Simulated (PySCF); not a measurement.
hydrazine cation (H₄N₂), SMILES NN (connectivity only; charge and spin as stated), charge +1, multiplicity 2.

The structure is a stationary point at ωB97X-D3(BJ)/def2-TZVP. The multiplicity is an assumed one; other spin states were not compared.

Level of theory: B3LYP/def2-TZVPD in PySCF.

Isolated molecule, no solvent.

```yaml
total_energy: -111.63071 hartree
point_group: D2h
"α spin, highest occupied and lowest empty level": -13.49 and -5.72 eV
"β spin, highest occupied and lowest empty level": -17.44 and -9.42 eV
dipole_moment_about_the_centre_of_nuclear_charge: 0.00 D
mean_static_polarisability: 16.7 bohr³ (2.48 Å³)
polarisability_principal_values: 12.1, 15.1, 22.9 bohr³
"⟨S²⟩": 0.754 (pure state 0.75)
```
